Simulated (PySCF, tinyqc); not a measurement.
CIS and TDHF on RHF in the sto-3g basis, frozen core, for CH2, spin multiplicity 1, step by step (part 1 of 2). The lowest restricted solution is unstable here: a spin-polarised one lies 0.0329 hartree lower (PySCF). Computed by tinyqc, a small Python program that keeps every step (integrals from PySCF). Settings: charge = 0, multiplicity = 1, basis = sto-3g, method = RHF, frozen orbitals = 1, energy threshold = 1e-10, iteration cap = 69, orthogonalisation = canonical, start = atomic densities, DIIS depth = 6, TDHF = 1. Command: `OMP_NUM_THREADS=1 python tinyqc.py 20883 20884 out.jsonl` (the two numbers bound the seeds that draw the settings). One thread of a shared host (Intel(R) Xeon(R) Processor @ 2.60GHz), about 0.1 s of CPU time with the checks. The early iterations of the SCF are left out here.

## One-electron integrals

Geometry (angstrom):
```
atom         x          y         z
C     0.000000   0.000000  0.000000
H     0.000000   0.939000  0.625000
H     0.000000  -0.939000  0.625000
```

Basis sto-3g: exponents (1/bohr^2) and contraction coefficients of normalised primitives:
```
element  l (shell)   exponent  coefficient
C            s (1)  71.616837     0.154329
C            s (1)  13.045096     0.535328
C            s (1)   3.530512     0.444635
C            s (2)   2.941249    -0.099967
C            s (2)   0.683483     0.399513
C            s (2)   0.222290     0.700115
C            p (3)   2.941249     0.155916
C            p (3)   0.683483     0.607684
C            p (3)   0.222290     0.391957
H            s (1)   3.425251     0.154329
H            s (1)   0.623914     0.535328
H            s (1)   0.168855     0.444635
```

Overlap, kinetic and nuclear-attraction integrals over the contracted functions; the nuclear repulsion is the sum of Za Zb / Rab.

nuclear repulsion = 5.91140587 hartree

overlap S, lower triangle:
```
           1C 1s     1C 2s    1C 2px     1C 2py    1C 2pz     2H 1s     3H 1s
1C 1s   1.000000
1C 2s   0.248362  1.000000
1C 2px  0.000000  0.000000  1.000000
1C 2py  0.000000  0.000000  0.000000   1.000000
1C 2pz  0.000000  0.000000  0.000000   0.000000  1.000000
2H 1s   0.056994  0.469118  0.000000   0.377882  0.251519  1.000000
3H 1s   0.056994  0.469118  0.000000  -0.377882  0.251519  0.145167  1.000000
```

kinetic energy T (hartree), lower triangle:
```
            1C 1s     1C 2s    1C 2px     1C 2py    1C 2pz      2H 1s     3H 1s
1C 1s   15.891122
1C 2s   -0.085890  0.472250
1C 2px   0.000000  0.000000  1.477728
1C 2py   0.000000  0.000000  0.000000   1.477728
1C 2pz   0.000000  0.000000  0.000000   0.000000  1.477728
2H 1s   -0.011574  0.094893  0.000000   0.198401  0.132056   0.760032
3H 1s   -0.011574  0.094893  0.000000  -0.198401  0.132056  -0.008120  0.760032
```

nuclear attraction V (hartree), lower triangle:
```
             1C 1s      1C 2s     1C 2px     1C 2py     1C 2pz      2H 1s      3H 1s
1C 1s   -34.591013
1C 2s    -4.425260  -6.105813
1C 2px    0.000000   0.000000  -5.984584
1C 2py    0.000000   0.000000   0.000000  -6.149639
1C 2pz   -0.017525  -0.182301   0.000000   0.000000  -6.057708
2H 1s    -1.033943  -2.430771   0.000000  -1.808583  -1.248290  -4.270762
3H 1s    -1.033943  -2.430771   0.000000   1.808583  -1.248290  -0.681435  -4.270762
```

core Hamiltonian H = T + V (hartree), lower triangle:
```
             1C 1s      1C 2s     1C 2px     1C 2py     1C 2pz      2H 1s      3H 1s
1C 1s   -18.699891
1C 2s    -4.511150  -5.633563
1C 2px    0.000000   0.000000  -4.506856
1C 2py    0.000000   0.000000   0.000000  -4.671911
1C 2pz   -0.017525  -0.182301   0.000000   0.000000  -4.579980
2H 1s    -1.045517  -2.335878   0.000000  -1.610182  -1.116234  -3.510731
3H 1s    -1.045517  -2.335878   0.000000   1.610182  -1.116234  -0.689555  -3.510731
```

## Two-electron integrals

Functions are numbered as in S; the eight-fold symmetry (ij|kl) = (ji|kl) = (kl|ij) leaves the list below.

Two-electron integrals (ij|kl) in chemists' order, unique and non-zero (hartree):
```
(11|11) 3.541948    (21|11) 0.576921    (21|21) 0.111888    (22|11) 0.854682
(22|21) 0.205284    (22|22) 0.624709    (31|31) 0.020296    (32|31) 0.030858
(32|32) 0.137996    (33|11) 0.852436    (33|21) 0.205335    (33|22) 0.624568
(33|33) 0.672833    (41|41) 0.020296    (42|41) 0.030858    (42|42) 0.137996
(43|43) 0.036269    (44|11) 0.852436    (44|21) 0.205335    (44|22) 0.624568
(44|33) 0.600295    (44|44) 0.672833    (51|51) 0.020296    (52|51) 0.030858
(52|52) 0.137996    (53|53) 0.036269    (54|54) 0.036269    (55|11) 0.852436
(55|21) 0.205335    (55|22) 0.624568    (55|33) 0.600295    (55|44) 0.600295
(55|55) 0.672833    (61|11) 0.133319    (61|21) 0.025695    (61|22) 0.047040
(61|33) 0.046878    (61|41) 0.001313    (61|42) 0.002438    (61|44) 0.047225
(61|51) 0.000874    (61|52) 0.001623    (61|54) 0.000231    (61|55) 0.047032
(61|61) 0.006035    (62|11) 0.313379    (62|21) 0.076244    (62|22) 0.254521
(62|33) 0.248480    (62|41) 0.006045    (62|42) 0.041280    (62|44) 0.260876
(62|51) 0.004024    (62|52) 0.027476    (62|54) 0.008251    (62|55) 0.253972
(62|61) 0.018259    (62|62) 0.134834    (63|31) 0.007834    (63|32) 0.041057
(63|43) 0.008123    (63|53) 0.005406    (63|63) 0.016783    (64|11) 0.220189
(64|21) 0.054273    (64|22) 0.192115    (64|33) 0.182409    (64|41) 0.011593
(64|42) 0.070043    (64|44) 0.207433    (64|51) 0.002502    (64|52) 0.019293
(64|54) 0.011250    (64|55) 0.186298    (64|61) 0.013622    (64|62) 0.120939
(64|64) 0.123296    (65|11) 0.146558    (65|21) 0.036124    (65|22) 0.127872
(65|33) 0.121412    (65|41) 0.002502    (65|42) 0.019293    (65|44) 0.127255
(65|51) 0.009499    (65|52) 0.053899    (65|54) 0.012012    (65|55) 0.134813
(65|61) 0.009067    (65|62) 0.080498    (65|64) 0.070896    (65|65) 0.063971
(66|11) 0.459819    (66|21) 0.113792    (66|22) 0.431145    (66|33) 0.408174
(66|41) 0.011533    (66|42) 0.105035    (66|44) 0.455580    (66|51) 0.007676
(66|52) 0.069912    (66|54) 0.031554    (66|55) 0.429176    (66|61) 0.027674
(66|62) 0.286431    (66|64) 0.284044    (66|65) 0.189060    (66|66) 0.774606
(71|11) 0.133319    (71|21) 0.025695    (71|22) 0.047040    (71|33) 0.046878
(71|41) -0.001313   (71|42) -0.002438   (71|44) 0.047225    (71|51) 0.000874
(71|52) 0.001623    (71|54) -0.000231   (71|55) 0.047032    (71|61) 0.005852
(71|62) 0.017188    (71|64) 0.011639    (71|65) 0.008545    (71|66) 0.025527
(71|71) 0.006035    (72|11) 0.313379    (72|21) 0.076244    (72|22) 0.254521
(72|33) 0.248480    (72|41) -0.006045   (72|42) -0.041280   (72|44) 0.260876
(72|51) 0.004024    (72|52) 0.027476    (72|54) -0.008251   (72|55) 0.253972
(72|61) 0.017188    (72|62) 0.098357    (72|64) 0.063060    (72|65) 0.057149
(72|66) 0.164600    (72|71) 0.018259    (72|72) 0.134834    (73|31) 0.007834
(73|32) 0.041057    (73|43) -0.008123   (73|53) 0.005406    (73|63) 0.011507
(73|73) 0.016783    (74|11) -0.220189   (74|21) -0.054273   (74|22) -0.192115
(74|33) -0.182409   (74|41) 0.011593    (74|42) 0.070043    (74|44) -0.207433
(74|51) -0.002502   (74|52) -0.019293   (74|54) 0.011250    (74|55) -0.186298
(74|61) -0.011639   (74|62) -0.063060   (74|64) -0.030013   (74|65) -0.035897
(74|66) -0.096846   (74|71) -0.013622   (74|72) -0.120939   (74|74) 0.123296
(75|11) 0.146558    (75|21) 0.036124    (75|22) 0.127872    (75|33) 0.121412
(75|41) -0.002502   (75|42) -0.019293   (75|44) 0.127255    (75|51) 0.009499
(75|52) 0.053899    (75|54) -0.012012   (75|55) 0.134813    (75|61) 0.008545
(75|62) 0.057149    (75|64) 0.035897    (75|65) 0.044034    (75|66) 0.101718
(75|71) 0.009067    (75|72) 0.080498    (75|74) -0.070896   (75|75) 0.063971
(76|11) 0.085412    (76|21) 0.020869    (76|22) 0.072520    (76|33) 0.070486
(76|44) 0.072592    (76|51) 0.001804    (76|52) 0.013250    (76|55) 0.074412
(76|61) 0.004889    (76|62) 0.034980    (76|64) 0.027157    (76|65) 0.022928
(76|66) 0.070212    (76|71) 0.004889    (76|72) 0.034980    (76|74) -0.027157
(76|75) 0.022928    (76|76) 0.011093    (77|11) 0.459819    (77|21) 0.113792
(77|22) 0.431145    (77|33) 0.408174    (77|41) -0.011533   (77|42) -0.105035
(77|44) 0.455580    (77|51) 0.007676    (77|52) 0.069912    (77|54) -0.031554
(77|55) 0.429176    (77|61) 0.025527    (77|62) 0.164600    (77|64) 0.096846
(77|65) 0.101718    (77|66) 0.280287    (77|71) 0.027674    (77|72) 0.286431
(77|74) -0.284044   (77|75) 0.189060    (77|76) 0.070212    (77|77) 0.774606
```

## Orthogonalisation

S = U s U^T; canonical form X = U s^(-1/2), so that X^T S X = 1. Each column of U has its largest component positive (the first on a tie).

eigenvalues of S: 0.298533  0.388104  0.870236  1.000000  1.097560  1.466729  1.878838

X:
```
                1          2          3         4          5          6         7
1C 1s   -0.297651   0.000000   0.777202  0.000000  -0.598209   0.000000  0.171290
1C 2s    1.224781   0.000000  -0.332771  0.000000  -0.293648   0.000000  0.438439
1C 2px   0.000000   0.000000   0.000000  1.000000   0.000000   0.000000  0.000000
1C 2py   0.000000   1.055901   0.000000  0.000000   0.000000   0.621911  0.000000
1C 2pz   0.600166   0.000000   0.619128  0.000000   0.659055   0.000000  0.209117
2H 1s   -0.836909  -0.854899  -0.159710  0.000000   0.127819   0.384067  0.365339
3H 1s   -0.836909   0.854899  -0.159710  0.000000   0.127819  -0.384067  0.365339
```

## Iteration 8 (converged): orbitals

converged F (hartree), lower triangle:
```
             1C 1s      1C 2s    1C 2px     1C 2py     1C 2pz      2H 1s      3H 1s
1C 1s   -10.993960
1C 2s    -2.954829  -1.448702
1C 2px    0.000000   0.000000  0.231322
1C 2py    0.000000   0.000000  0.000000  -0.224168
1C 2pz   -0.026369  -0.088003  0.000000   0.000000  -0.243291
2H 1s    -0.692392  -0.680827  0.000000  -0.362531  -0.275844  -0.466051
3H 1s    -0.692392  -0.680827  0.000000   0.362531  -0.275844  -0.215998  -0.466051
```

Diagonalise F' = X^T F X, C = X C', fill 4 alpha and 4 beta electrons from the bottom; D = 2 C_occ C_occ^T. Each column has its largest component positive (the first on a tie).

F' = X^T F X (hartree), lower triangle:
```
           1         2          3         4          5          6          7
1   0.499942
2   0.000000  0.693577
3   0.759801  0.000000  -5.081850
4   0.000000  0.000000   0.000000  0.231322
5  -0.447493  0.000000   4.754736  0.000000  -4.949330
6   0.000000  0.108454   0.000000  0.000000   0.000000  -0.506843
7   0.103110  0.000000  -2.268211  0.000000   2.314228   0.000000  -1.949425
```

orbital energies (hartree): MO1 -10.999878, MO2 -0.821137, MO3 -0.516563, MO4 -0.295666, MO5 0.231322, MO6 0.636018, MO7 0.703297

coefficients C:
```
              MO1        MO2        MO3        MO4       MO5        MO6        MO7
1C 1s    0.993123  -0.217677   0.000000   0.130454  0.000000  -0.170698   0.000000
1C 2s    0.029764   0.675841   0.000000  -0.596545  0.000000   1.037193   0.000000
1C 2px   0.000000   0.000000   0.000000   0.000000  1.000000   0.000000   0.000000
1C 2py   0.000000   0.000000   0.525176   0.000000  0.000000   0.000000   1.107200
1C 2pz   0.005905   0.158218   0.000000   0.786040  0.000000   0.760708   0.000000
2H 1s   -0.006967   0.271886   0.458845   0.223911  0.000000  -0.866965  -0.817203
3H 1s   -0.006967   0.271886  -0.458845   0.223911  0.000000  -0.866965   0.817203
```

D after iteration 8, lower triangle:
```
            1C 1s      1C 2s    1C 2px     1C 2py    1C 2pz      2H 1s     3H 1s
1C 1s    2.101390
1C 2s   -0.390755   1.627025
1C 2px   0.000000   0.000000  0.000000
1C 2py   0.000000   0.000000  0.000000   0.551619
1C 2pz   0.147931  -0.723603  0.000000   0.000000  1.285852
2H 1s   -0.073785   0.099944  0.000000   0.481949  0.437958   0.669291
3H 1s   -0.073785   0.099944  0.000000  -0.481949  0.437958  -0.172864  0.669291
```

## Convergence

Stop when the energy changes by less than 1e-10 hartree and every element of the error matrix X^T (F D S - S D F) X is below 3e-06.

Course of the cycle:
```
iteration   E (hartree)     change  largest element of the error matrix
1          -38.24461435          -                             8.71e-01
2          -38.36160262  -1.17e-01                             6.56e-02
3          -38.36598719  -4.38e-03                             2.24e-02
4          -38.36661419  -6.27e-04                             5.00e-03
5          -38.36666265  -4.85e-05                             2.65e-04
6          -38.36666274  -9.10e-08                             3.11e-05
7          -38.36666274  -8.21e-10                             8.08e-07
8          -38.36666274  -3.41e-13                             8.08e-09
```

PySCF RHF in the same basis = -38.36666274 hartree

Converged in 8 iterations.

## Integrals over molecular orbitals

(pq|rs) = sum C_ip C_jq C_kr C_ls (ij|kl), one index at a time.

one-electron integrals over orbitals h = C^T H C (hartree), lower triangle:
```
            1          2          3          4          5          6          7
1  -18.685037
2    0.353200  -4.566807
3    0.000000   0.000000  -4.028541
4   -0.197420   0.183079   0.000000  -4.364440
5    0.000000   0.000000   0.000000   0.000000  -4.506856
6    0.258021  -0.829445   0.000000  -0.384399   0.000000  -3.527933
7    0.000000   0.000000  -0.854839   0.000000   0.000000   0.000000  -3.667716
```

Two-electron integrals over orbitals (pq|rs), unique and non-zero (hartree); the lowest 1 orbital is frozen and left out:
```
(22|22) 0.549687    (32|32) 0.143909    (33|22) 0.515826    (33|33) 0.524791
(42|22) 0.028080    (42|33) 0.021857    (42|42) 0.073933    (43|32) 0.022135
(43|43) 0.032712    (44|22) 0.496170    (44|33) 0.464931    (44|42) -0.083865
(44|44) 0.667128    (52|52) 0.089257    (53|53) 0.020054    (54|52) -0.039936
(54|54) 0.052681    (55|22) 0.543477    (55|33) 0.483583    (55|42) -0.044456
(55|44) 0.581896    (55|55) 0.672833    (62|22) 0.083279    (62|33) 0.028300
(62|42) -0.000706   (62|44) 0.075241    (62|55) 0.125244    (62|62) 0.097830
(63|32) -0.067603   (63|43) -0.028143   (63|63) 0.082145    (64|22) 0.032598
(64|33) 0.004926    (64|42) -0.009563   (64|44) 0.061607    (64|55) 0.050505
(64|62) 0.047561    (64|64) 0.034026    (65|52) 0.056014    (65|54) -0.014173
(65|65) 0.044330    (66|22) 0.539281    (66|33) 0.514794    (66|42) 0.055706
(66|44) 0.455439    (66|55) 0.504667    (66|62) 0.062767    (66|64) 0.020790
(66|66) 0.574838    (72|32) -0.002327   (72|43) -0.032313   (72|63) 0.046925
(72|72) 0.053645    (73|22) 0.051838    (73|33) 0.026493    (73|42) -0.058368
(73|44) 0.122965    (73|55) 0.124581    (73|62) 0.074084    (73|64) 0.042660
(73|66) 0.004380    (73|73) 0.118704    (74|32) -0.072083   (74|43) 0.009578
(74|63) 0.038150    (74|72) -0.008775   (74|74) 0.063479    (75|53) 0.018414
(75|75) 0.022109    (76|32) 0.111303    (76|43) 0.033850    (76|63) -0.075712
(76|72) -0.027156   (76|74) -0.051784   (76|76) 0.111700    (77|22) 0.518937
(77|33) 0.522184    (77|42) -0.010756   (77|44) 0.525316    (77|55) 0.526746
(77|62) 0.043853    (77|64) 0.015084    (77|66) 0.517991    (77|73) 0.063588
(77|77) 0.560280
```

## CIS matrix, singlets

A(ia,jb) = (e_a - e_i) d_ij d_ab + 2 (ia|jb) - (ij|ab).

CIS matrix A, singlet (hartree), lower triangle:
```
           2>5       2>6        2>7       3>5       3>6       3>7       4>5       4>6
2>5   0.687497
2>6   0.000000  1.113535
2>7   0.000000  0.000000   1.112787
3>5   0.000000  0.000000   0.000000  0.304409
3>6   0.000000  0.000000  -0.017453  0.000000  0.802077
3>7   0.000000  0.036865   0.000000  0.000000  0.000000  0.935083
4>5  -0.035415  0.000000   0.000000  0.000000  0.000000  0.000000  0.050455
4>6   0.000000  0.039416   0.000000  0.000000  0.000000  0.051470  0.000000  0.544297
4>7   0.000000  0.000000  -0.006795  0.000000  0.042449  0.000000  0.000000  0.000000

          4>7
4>7  0.600604
```

## CIS singlet states

dipole integrals <i|r|a> (bohr):
```
             x          y          z
2>5   0.734676   0.000000   0.000000
2>6   0.000000   0.000000  -0.189409
2>7   0.000000  -0.306607   0.000000
3>5   0.000000   0.000000   0.000000
3>6   0.000000  -1.007761   0.000000
3>7   0.000000   0.000000  -0.721272
4>5  -0.339886   0.000000   0.000000
4>6   0.000000   0.000000  -0.291247
4>7   0.000000  -0.725534   0.000000
```

Diagonalise A (1 hartree = 27.211386 eV); each vector has its largest component positive (the first on a tie). The transition dipole is mu = sqrt2 sum c_ia <i|r|a>.

singlet excitation energies (eV): 1.319531  8.283398  14.573709  16.109283  18.761157  22.028501  25.370325  30.311563  30.612755

lowest vectors:
```
      state 1   state 2    state 3    state 4    state 5   state 6
2>5  0.055337  0.000000   0.000000   0.000000   0.998468  0.000000
2>6  0.000000  0.000000  -0.059776   0.000000   0.000000  0.000000
2>7  0.000000  0.000000   0.000000   0.006169   0.000000  0.060728
3>5  0.000000  1.000000   0.000000   0.000000   0.000000  0.000000
3>6  0.000000  0.000000   0.000000  -0.197571   0.000000  0.978553
3>7  0.000000  0.000000  -0.122121   0.000000   0.000000  0.000000
4>5  0.998468  0.000000   0.000000   0.000000  -0.055337  0.000000
4>6  0.000000  0.000000   0.990714   0.000000   0.000000  0.000000
4>7  0.000000  0.000000   0.000000   0.980269   0.000000  0.196843
```

oscillator strengths 2/3 w |mu|^2: 0.005769  0.000000  0.025546  0.208546  0.520353  1.421481

## TDHF (RPA) singlet states

B(ia,jb) = 2 (ia|jb) - (ib|ja); the squared energies are the eigenvalues of (A - B)(A + B); 1 hartree = 27.211386 eV.

TDHF matrix B, singlet (hartree), lower triangle:
```
           2>5       2>6        2>7       3>5       3>6       3>7       4>5       4>6
2>5   0.089257
2>6   0.000000  0.097830
2>7   0.000000  0.000000   0.053645
3>5   0.000000  0.000000   0.000000  0.020054
3>6   0.000000  0.000000   0.019766  0.000000  0.082145
3>7   0.000000  0.101243   0.000000  0.000000  0.000000  0.118704
4>5  -0.039936  0.000000   0.000000  0.000000  0.000000  0.000000  0.052681
4>6   0.000000  0.047561   0.000000  0.000000  0.000000  0.047171  0.000000  0.034026
4>7   0.000000  0.000000  -0.008775  0.000000  0.033639  0.000000  0.000000  0.000000

          4>7
4>7  0.063479
```

squared energies w^2 (hartree^2): -0.000217  0.092263  0.285172  0.347079  0.463991  0.645077  0.850857  1.231400  1.237641

TDHF energies from the positive w^2 (eV): 8.265404  14.531278  16.031167  18.535556  21.855285  25.100298  30.196058  30.272486

A + B or A - B has a negative eigenvalue: the restricted solution is unstable towards a lower one, a negative w^2 means an imaginary energy, and the lowest roots have no physical meaning.

## CIS matrix, triplets

A(ia,jb) = (e_a - e_i) d_ij d_ab - (ij|ab).

CIS matrix A, triplet (hartree), lower triangle:
```
          2>5        2>6        2>7       3>5        3>6        3>7        4>5       4>6
2>5  0.508982
2>6  0.000000   0.917874
2>7  0.000000   0.000000   1.005497
3>5  0.000000   0.000000   0.000000  0.264301
3>6  0.000000   0.000000  -0.111303  0.000000   0.637787
3>7  0.000000  -0.111303   0.000000  0.000000   0.000000   0.697675
4>5  0.044456   0.000000   0.000000  0.000000   0.000000   0.000000  -0.054908
4>6  0.000000  -0.055706   0.000000  0.000000   0.000000  -0.033850   0.000000  0.476245
4>7  0.000000   0.000000   0.010756  0.000000  -0.033850   0.000000   0.000000  0.000000

          4>7
4>7  0.473646
```

## CIS triplet states

Diagonalise A (1 hartree = 27.211386 eV); each vector has its largest component positive (the first on a tie).

triplet excitation energies (eV): -1.588910  7.192008  12.487140  12.698952  13.944900  16.680995  18.109616  26.323860  28.224653

lowest vectors:
```
       state 1   state 2   state 3   state 4   state 5    state 6
2>5  -0.078115  0.000000  0.000000  0.000000  0.996944   0.000000
2>6   0.000000  0.000000  0.168901  0.000000  0.000000   0.000000
2>7   0.000000  0.000000  0.000000  0.023609  0.000000   0.272158
3>5   0.000000  1.000000  0.000000  0.000000  0.000000   0.000000
3>6   0.000000  0.000000  0.000000  0.208771  0.000000   0.939674
3>7   0.000000  0.000000  0.215089  0.000000  0.000000   0.000000
4>5   0.996944  0.000000  0.000000  0.000000  0.078115   0.000000
4>6   0.000000  0.000000  0.961878  0.000000  0.000000   0.000000
4>7   0.000000  0.000000  0.000000  0.977680  0.000000  -0.207227
```

A negative triplet energy shows that the restricted solution is unstable towards a spin-polarised one.
